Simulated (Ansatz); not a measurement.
# H2O2 + Cl: molecular dynamics, part 2 of 2

Purpose: to follow the two partners and see whether they stay together, part or react. The start is relaxed first. Runs: 150 steps of 0.25 fs under a Langevin thermostat, set from 1000 K to 250 K by a schedule; 150 steps of 0.5 fs under a Nosé-Hoover thermostat, set from 400 K to 1200 K by a schedule. SMILES of the start: [Cl-].OO.

Ansatz 0.2.0; RKS PBE-D4/def2-SVP.

### 7 Run 2

150 steps of 0.5 fs under a Nosé-Hoover thermostat, set from 400 K to 1200 K by a schedule, from the relaxed start.

input.yaml reads:

```yaml
crystal:
  periodic: [false, false, false]
  atoms:
    - { symbol: Cl, position_ang: [0.092507, 0.571259, -1.818644] }
    - { symbol: O, position_ang: [0.098879, -0.982208, 0.723763] }
    - { symbol: O, position_ang: [-0.193894, 0.395934, 1.142029] }
    - { symbol: H, position_ang: [0.171493, -0.805635, -0.270504] }
    - { symbol: H, position_ang: [-0.168985, 0.82065, 0.223356] }
total_charge: -1
basis:
  gaussian: { orbitals: def2-SVP }
hamiltonian:
  xc: pbe
  dispersion: d4
md:
  timestep: 0.5
  n_steps: 150
  ensemble: nvt_nose_hoover
  temperature: 400.0
  initial_velocities: maxwell_boltzmann
  seed: 959886
  temperature_schedule:
    - { n_steps: 37, end_temperature: 400.0 }
    - { n_steps: 113, end_temperature: 1200.0 }
scf:
  lower_state_search: "off"
```

Launch:

```
ansatz run input.yaml --threads 1 --pin off --max-ram 2048MiB --backend cpu --events-out ev --progress --plain --runs-dir out
```

Output (excerpt; [...] marks lines left out):

```text
Warning: RAYON_NUM_THREADS=1 ignored (pool sized by the plan → 1); use --threads N
[...]
Functional definition: PBE
[...]
597 factors; their error is unknown
[...]
mean field -16632.10287435 eV, -611.2185069882 hartree, gradient 8.2e-7 eV, S^2 0.000000; 0 other end points of the search recorded, 0 dependent functions left out
[...]
reference -16632.10289142 eV, -611.2185076155 hartree; 18, 18 occupied and 38, 38 virtual orbitals, 597 factors
md step     0: t =     0.00 fs  T =   400.0 K (target 400.0 K)  F+E_penalty+E_count = -16632.16575173 eV  E_kin = 0.155112 eV  conserved = -16632.01063973 eV  (14 SCF iters)
[...]
md step    20: t =    10.00 fs  T =   306.0 K (target 400.0 K)  F+E_penalty+E_count = -16632.12884566 eV  E_kin = 0.118680 eV  conserved = -16632.01047982 eV  (20 SCF iters)
[...]
md step    40: t =    20.00 fs  T =   176.0 K (target 417.7 K)  F+E_penalty+E_count = -16632.07635269 eV  E_kin = 0.068242 eV  conserved = -16632.00938498 eV  (20 SCF iters)
[...]
md step    60: t =    30.00 fs  T =    88.3 K (target 559.3 K)  F+E_penalty+E_count = -16632.04002706 eV  E_kin = 0.034227 eV  conserved = -16632.00884873 eV  (20 SCF iters)
[...]
md step    78: t =    39.00 fs  T =   132.9 K (target 686.7 K)  F+E_penalty+E_count = -16632.05580954 eV  E_kin = 0.051523 eV  conserved = -16632.00986243 eV  (20 SCF iters, 3 dispersion substeps)
md step    79: t =    39.50 fs  T =    93.4 K (target 693.8 K)  F+E_penalty+E_count = -16632.03988669 eV  E_kin = 0.036205 eV  conserved = -16632.00935999 eV  (20 SCF iters, 3 dispersion substeps)
```

### 8 More of the same log: dynamics from the start

Output, continued (excerpt; [...] marks lines left out):

```text
md step    80: t =    40.00 fs  T =    71.9 K (target 700.9 K)  F+E_penalty+E_count = -16632.03107632 eV  E_kin = 0.027891 eV  conserved = -16632.00893936 eV  (20 SCF iters, 3 dispersion substeps)
[...]
md step    97: t =    48.50 fs  T =   238.9 K (target 821.2 K)  F+E_penalty+E_count = -16632.09342174 eV  E_kin = 0.092627 eV  conserved = -16632.01034731 eV  (20 SCF iters, 3 dispersion substeps)
[...]
md step   114: t =    57.00 fs  T =   195.5 K (target 941.6 K)  F+E_penalty+E_count = -16632.07082037 eV  E_kin = 0.075792 eV  conserved = -16632.00930198 eV  (20 SCF iters, 3 dispersion substeps)
[...]
md step   131: t =    65.50 fs  T =   270.3 K (target 1061.9 K)  F+E_penalty+E_count = -16632.09323161 eV  E_kin = 0.104815 eV  conserved = -16632.00940526 eV  (20 SCF iters, 3 dispersion substeps)
[...]
md step   150: t =    75.00 fs  T =   384.2 K (target 1196.5 K)  F+E_penalty+E_count = -16632.12818414 eV  E_kin = 0.148974 eV  conserved = -16632.01032188 eV  (20 SCF iters, 3 dispersion substeps)
Total energy: -16632.12820111 eV, -611.2194377295 hartree
Atom 0 at     0.091789     0.565286    -1.810251 Å, force     0.066285     0.041991    -0.068963 eV/Å
Atom 1 at     0.098667    -0.970668     0.700122 Å, force     0.116778    -0.465936     0.073299 eV/Å
Atom 2 at    -0.198823     0.399223     1.150460 Å, force     0.248140     0.012720    -1.123225 eV/Å
Atom 3 at     0.216466    -0.808772    -0.303682 Å, force    -0.188921     0.220060     0.466964 eV/Å
Atom 4 at    -0.107097     0.798492     0.202758 Å, force    -0.242282     0.191165     0.651926 eV/Å
Dipole moment:     0.025035    -0.011127     0.024034 e Å
Checks for a lower state left out: stability, starts, cluster_reference, orbital_swaps, neighbouring_geometries, increment
```

Run time: 92 s. Hardware: 1 thread of an Arm CPU, shared host; peak memory 0.09 GiB.

### 9 The trajectory

One step in 8; energies are changes from step 0:

| time (fs) | T (K) | potential energy change (meV/atom) | conserved energy change (meV/atom) | closest contact of the partners (Å) |
| --- | --- | --- | --- | --- |
| 0.0 | 400 | 0.0 | 0.00 | 2.07 |
| 4.0 | 142 | 20.3 | 0.28 | 2.03 |
| 8.0 | 134 | 21.0 | 0.33 | 2.04 |
| 12.0 | 275 | 9.9 | 0.15 | 2.08 |
| 16.0 | 182 | 17.2 | 0.15 | 2.13 |
| 20.0 | 176 | 17.9 | 0.25 | 2.09 |
| 24.0 | 153 | 19.9 | 0.27 | 2.03 |
| 28.0 | 182 | 17.5 | 0.06 | 2.04 |
| 32.0 | 309 | 7.8 | -0.01 | 2.04 |
| 36.0 | 125 | 22.5 | 0.24 | 2.09 |
| 40.0 | 72 | 26.9 | 0.34 | 2.12 |
| 44.0 | 255 | 12.9 | 0.18 | 2.03 |
| 48.0 | 243 | 14.1 | 0.09 | 2.03 |
| 52.0 | 205 | 17.4 | 0.16 | 2.04 |
| 56.0 | 165 | 21.3 | 0.32 | 2.04 |
| 60.0 | 199 | 19.1 | 0.15 | 2.14 |
| 64.0 | 356 | 7.3 | 0.03 | 2.09 |
| 68.0 | 286 | 13.8 | 0.23 | 2.02 |
| 72.0 | 123 | 27.4 | 0.44 | 2.06 |
| 75.0 | 384 | 7.5 | 0.06 | 2.04 |

time (fs), T (K) and a bar:
```
      0.0        400 ##############################
      3.5        131 #####
      6.5        250 ################
     10.0        306 #####################
     13.0        163 ########
     16.5        210 ############
     19.5        125 ####
     23.0        255 #################
     26.0        137 ######
     29.5         78 
     32.5        308 #####################
     36.0        125 ####
     39.0        133 #####
     42.5        308 #####################
     45.5        156 #######
     49.0        210 ############
     52.0        205 ############
     55.5        184 ##########
     58.5        299 #####################
     62.0        122 ####
     65.0        312 ######################
     68.5        329 #######################
     71.5        155 #######
     75.0        384 #############################
```

### 10 Positions and forces

Positions (Å) and forces (eV/Å):

```xyz
5
time_fs=9.5 T=240 dE=0.0629
Cl    0.093    0.582   -1.832   -0.076   -0.076    0.106
O     0.099   -1.004    0.752   -0.201   -0.065    2.021
O    -0.190    0.402    1.141   -0.013   -0.444   -0.534
H     0.165   -0.865   -0.199    0.193    0.322   -1.823
H    -0.253    0.746    0.181    0.097    0.262    0.229
5
time_fs=19.0 T=109 dE=0.1156
Cl    0.092    0.590   -1.843   -0.050   -0.061    0.164
O     0.096   -1.015    0.785   -0.351    0.328    1.832
O    -0.186    0.390    1.127   -0.160    0.149    0.844
H     0.197   -0.856   -0.149    0.339    0.115   -2.487
H    -0.260    0.827    0.219    0.223   -0.531   -0.352
5
time_fs=28.0 T=182 dE=0.0874
Cl    0.091    0.595   -1.850    0.053   -0.195    0.217
O     0.091   -1.006    0.798    0.086   -0.969    0.873
O    -0.189    0.384    1.133    0.055   -0.115   -0.115
H     0.259   -0.913   -0.171    0.008    0.232   -0.659
H    -0.145    0.666    0.172   -0.201    1.047   -0.316
5
time_fs=37.5 T=192 dE=0.0861
Cl    0.091    0.595   -1.851    0.077   -0.134    0.219
O     0.093   -1.023    0.810    0.163    0.763   -1.304
O    -0.191    0.386    1.122   -0.152    0.027    1.349
H     0.246   -0.876   -0.197   -0.188   -0.183    0.545
H    -0.129    0.850    0.242    0.100   -0.472   -0.810
5
time_fs=47.0 T=199 dE=0.0875
Cl    0.092    0.593   -1.847    0.014   -0.224    0.219
O     0.100   -1.018    0.795    0.023    0.163   -1.335
O    -0.196    0.397    1.137    0.201   -0.379   -0.813
H     0.152   -0.894   -0.253   -0.060   -0.099    1.440
H    -0.115    0.706    0.160   -0.177    0.538    0.489
5
time_fs=56.0 T=165 dE=0.1064
Cl    0.093    0.587   -1.838   -0.084   -0.135    0.161
O     0.105   -1.005    0.778   -0.176    0.253   -1.866
O    -0.194    0.391    1.136   -0.029    0.503   -1.026
H     0.068   -0.903   -0.285    0.176    0.098    1.710
H    -0.177    0.823    0.172    0.113   -0.718    1.021
5
time_fs=65.5 T=270 dE=0.0725
Cl    0.093    0.577   -1.825   -0.055   -0.052    0.085
O     0.103   -0.984    0.748   -0.049    0.071   -1.721
O    -0.194    0.385    1.136   -0.108    1.055   -0.616
H     0.088   -0.808   -0.295    0.168   -0.381    1.259
H    -0.162    0.844    0.191    0.045   -0.693    0.993
5
time_fs=75.0 T=384 dE=0.0376
Cl    0.092    0.565   -1.810    0.066    0.042   -0.069
O     0.099   -0.971    0.700    0.117   -0.466    0.073
O    -0.199    0.399    1.151    0.248    0.013   -1.123
H     0.216   -0.809   -0.304   -0.189    0.220    0.467
H    -0.107    0.798    0.203   -0.242    0.191    0.652
```

Reading of run 2. Under a schedule from 400 to 1200 K over 75 fs, the atoms average 282 K over the last tenth of the run. Such a rate, of order 10^16 K/s, is far beyond any furnace or quench, and the atoms lag the set-point. The conserved energy strays from its start by at most 0.44 meV/atom, 2.7 % of the mean kinetic energy, fair for a step of 0.5 fs. The bonding pattern survives the run. The partners' closest contact goes from 2.07 to 2.04 Å: they stay in touch over this short run.

### 11 Outcome

This closing draws on all 2 parts.

| quantity | value |
| --- | --- |
| relaxation of the start | 12 moves, 0.586 eV lower |
| run 1: length | 150 steps of 0.25 fs |
| run 1: temperature, first and last step | 800 and 806 K |
| run 1: temperature, second half | mean 637 K, from 310 to 927 K |
| run 1: potential energy, second half | +77 meV/atom from this run's first step |
| run 1: bonds formed or broken | 0 |
| run 2: length | 150 steps of 0.5 fs |
| run 2: temperature, first and last step | 400 and 384 K |
| run 2: temperature, second half | mean 226 K, from 72 to 385 K |
| run 2: potential energy, second half | +17 meV/atom from this run's first step |
| run 2: largest change of the conserved energy | 0.44 meV/atom |
| run 2: bonds formed or broken | 0 |

**Reading.** Mean temperatures of the second halves: 637 K, 226 K. No bond formed or broke in any run. In the last run: the partners' closest contact goes from 2.07 to 2.04 Å: they stay in touch over this short run. 75 fs on 5 atoms is far too short and small for converged averages. The nuclei move classically, without zero-point motion, which matters most for hydrogen.
